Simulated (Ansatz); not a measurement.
## Reading a saddle point

A first-order saddle point of SiH₅SF, closed shell, PBE0-D4/def2-TZVP, with one imaginary mode of 813i cm⁻¹:

```xyz
8
angstrom
Si -0.5707 0.4101 -0.3829
S 0.4135 -0.9229 1.3774
H 0.0956 1.5123 -1.1199
H -1.3077 1.1830 0.6707
H -1.6386 -0.3723 -1.0416
H 0.9687 -1.1385 -0.0177
F 0.7447 -0.7123 -1.1852
H 1.2944 0.0406 1.6990
```

Program: Ansatz 0.2.0. Basis: def2-TZVPP and def2-QZVPP. Cores are frozen in the correlated methods. Extrapolation: Hartree–Fock as exp(−7.88 √X), correlation as X^−2.97.

Problem. Which contacts change along the imaginary mode, and what lies on either side? (A judgement: the text doesn't fix the answer.)

Solution. The calculation gives: The step is SiH₄S ([SiH3][SH]) + HF → SiH₃F ([F][SiH3]) + H₂S, with the molecules in contact on both sides. Shortening one way: Si1–F7, S2–H6; lengthening the same way: Si1–S2, H6–F7.
```
  pair  one side (Å)  saddle (Å)  other side (Å)
Si1–F7          3.70        1.91            1.61
 S2–H6          2.21        1.52            1.34
Si1–S2          2.16        2.42            3.74
 H6–F7          0.94        1.26            2.57
```

Problem. Which side is lower, and how far does the saddle lie above each? (Judge from chemistry; the value comes from the calculation.)

Solution. Computed: The side with Si1–F7, S2–H6 short is lower by 59.3 kJ/mol; the saddle lies 191.3 kJ/mol above it and 132.0 kJ/mol above the other (CCSD(T) at an estimated basis limit (MP2 extrapolated from triple and quadruple zeta, plus CCSD(T) − MP2 in triple zeta); electronic energies).

No T1 diagnostic of these runs exceeds 0.013.

Labels in which every atom is bracketed show which atoms are joined, not bond orders.

For scale, one of the runs: CCSD(T)/def2-TZVPP, 185 basis functions (an equivalent command: `ansatz run in.yaml --threads 2`). Time: 27 s of wall clock on 2 CPU threads; the host was shared. Peak host memory: 1.9 GiB.
